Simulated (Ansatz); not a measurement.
Cuprite Cu2O, relaxed in Ansatz (plane waves) with several semilocal functionals. Each gives its own volume and its own bulk modulus:

```tsv
level	V0 (Å³/atom)	bulk modulus B0 (GPa)	ln V0	ln B0
LDA	12.055	147.5	2.4895	4.9938
PBEsol	12.548	130.9	2.5296	4.8744
PBE	13.237	111.8	2.5830	4.7167
```

Problem. Fit a straight line to ln B0 against ln V0. What does it predict for r²SCAN, whose volume is 12.754 Å³/atom?

Solution. With x = ln V0 and y = ln B0: means 2.53403 and 4.86163; Σ(Δx Δy) = -0.01304, Σ(Δx²) = 0.004401, so the slope is -2.96. At x = 2.5458 the line gives y = 4.86163 + (-2.96) × (2.5458 − 2.53403) = 4.8268, or 124.8 GPa. The run with r²SCAN gives 127.1 GPa, +1.8 % from the line. The rows used scatter about it by up to 0.0 %, while the largest value lies 32 % above the smallest. For comparison, PBE's own equation of state has B′ = 4.7, the slope −d ln B/d ln V at a fixed functional; the two needn't agree, since functionals also differ at one volume.

Measured: 106 GPa (measured, 4 K, zero-point motion not removed, pulse echo; as tabulated in Rimmer et al. (2014), arXiv:1402.1026).

Ansatz's density-functional and Hartree–Fock values are scalar-relativistic unless marked +SOC, with PAW data made under PBE.

Ansatz is a quantum-chemistry and plane-wave program.
